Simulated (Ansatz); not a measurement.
# CCSD(T)/cc-pVTZ run of AlH (SMILES [AlH])

Aim: the vertical ionisation energy of AlH at CCSD(T)/cc-pVTZ, from 2 runs. 

The calculation is run with Ansatz 0.2.0.

53 further runs of the same task are left out: 53 set aside as unsound or not needed.

## Step 1: The structure to begin with

AlH: 2 atoms, total charge 0, spin state singlet. As SMILES, `[AlH]`. Geometry: a GFN2-xTB relaxation, a rough one for these elements and not checked as a minimum.

Bond lengths: Al1–H2 1.613 Å.

## Step 2: A single-point energy at CCSD(T)/cc-pVTZ

input.yaml reads:

```yaml
crystal:
  periodic: [false, false, false]
  atoms:
    - {symbol: Al, position_ang: [0.000000, 0.000000, 0.000000]}
    - {symbol: H, position_ang: [0.000000, 0.000000, 1.613470]}
basis:
  gaussian:
    orbitals: cc-pVTZ
correlation:
  method: ccsd_t
  frozen_orbitals: {Al: 5, H: 0}
accuracy: high
scf:
  omitted_lower_state_checks: [cluster_reference, increment]
```

The run is started by

```sh
$ ansatz run input.yaml --threads 1 --pin off --max-ram 2610MiB --events-out events.jsonl --progress --plain --runs-dir runs
```

Standard output, cut to the lines that bear on the results:

```text
Warning: RAYON_NUM_THREADS=1 ignored (pool sized by the plan → 1); use --threads N
Functional definition: HF
  name "HF"
[...]
632 factors; integrals over basis functions are off by at most 3.7e-9 eV
[...]
mean field -6597.71379508 eV, -242.4615098782 hartree, gradient 4.5e-8 eV, S^2 0.000000; 0 other end points of the search recorded, 0 dependent functions left out; unrestricted orbitals would lower it
5 core orbitals not correlated: weight in the atoms' cores, before any rotation towards them, 1.000 or more for the frozen orbitals, at most 0.000 for the correlated occupied ones
reference -6597.71379508 eV, -242.4615098782 hartree; 2, 2 occupied and 41, 41 virtual orbitals, 632 factors
second order -1.68921009 eV of doubles, -0.00000000 eV of singles
cycle   1  -2.03670289 eV  change   -3.5e-1 eV  update   6.4e-2
[...]
cycle  22  -2.24186027 eV  change   1.4e-10 eV  update  4.9e-10
perturbative correction -0.03827168 eV, -0.0014064582 hartree
Total energy: -6599.99392703 eV, -242.5453031819 hartree
Checks for a lower state left out: cluster_reference, increment
```

Run time: 0.73 s. Hardware: 1 thread of Intel Xeon Platinum 8259CL at 2.50GHz (Skylake/Cascade Lake), shared host; peak memory 0.12 GiB.

## Step 3: The doublet cation, same level

job.yaml reads:

```yaml
crystal:
  periodic: [false, false, false]
  atoms:
    - {symbol: Al, position_ang: [0.000000, 0.000000, 0.000000]}
    - {symbol: H, position_ang: [0.000000, 0.000000, 1.613470]}
basis:
  gaussian:
    orbitals: cc-pVTZ
total_charge: 1
magnetization:
  spin_polarized: true
  initial_magnetization: 1
correlation:
  method: ccsd_t
  frozen_orbitals: {Al: 5, H: 0}
accuracy: high
scf:
  omitted_lower_state_checks: [cluster_reference, increment]
```

The run is started by

```sh
$ ansatz run job.yaml --threads 1 --pin off --max-ram 2610MiB --events-out events.jsonl --progress --plain --runs-dir runs
```

Standard output, cut to the lines that bear on the results:

```text
Warning: RAYON_NUM_THREADS=1 ignored (pool sized by the plan → 1); use --threads N
[... 2 set-up lines as earlier in the session ...]
[...]
632 factors; integrals over basis functions are off by at most 3.7e-9 eV
[...]
mean field -6590.48956342 eV, -242.1960242615 hartree, gradient 5.8e-8 eV, S^2 0.778216; 0 other end points of the search recorded, 0 dependent functions left out
5 core orbitals not correlated: weight in the atoms' cores, before any rotation towards them, 1.000 or more for the frozen orbitals, at most 0.000 for the correlated occupied ones
reference -6590.48956342 eV, -242.1960242615 hartree; 2, 1 occupied and 41, 42 virtual orbitals, 632 factors
second order -0.90338555 eV of doubles, -0.00000000 eV of singles
cycle   1  -1.10193518 eV  change   -2.0e-1 eV  update   4.6e-2
[...]
cycle  21  -1.24525750 eV  change   1.2e-12 eV  update  8.0e-11
perturbative correction -0.01626589 eV, -0.0005977605 hartree
Total energy: -6591.75108682 eV, -242.2423843911 hartree
Checks for a lower state left out: cluster_reference, increment
```

It took 1.2 s on 1 thread of Intel Xeon Platinum 8259CL at 2.50GHz (Skylake/Cascade Lake), shared host; peak memory 0.17 GiB.

## Step 4: What came out

At CCSD(T)/cc-pVTZ, 5 core orbitals frozen:

```
                                                   quantity          value
                                  singlet AlH: total energy  -242.54530 Eh
   singlet AlH: correlation energy (5 core orbitals frozen)      -83.8 mEh
                                singlet AlH: (T) correction      -1.41 mEh
                                 singlet AlH: T1 diagnostic          0.013
                               doublet cation: total energy  -242.24238 Eh
doublet cation: correlation energy (5 core orbitals frozen)      -46.4 mEh
                             doublet cation: (T) correction      -0.60 mEh
          doublet cation: ⟨S²⟩ of the reference determinant          0.778
                              doublet cation: T1 diagnostic          0.022
         vertical ionisation energy (to the doublet cation)       8.243 eV
```

What this shows: Removing an electron at fixed nuclei costs 8.24 eV (795 kJ/mol). The restricted solution (singlet AlH) is unstable to spin breaking: an unrestricted one lies lower. The triples (singlet AlH) make up 1.7 % of the correlation energy. The triples (doublet cation) make up 1.3 % of the correlation energy.
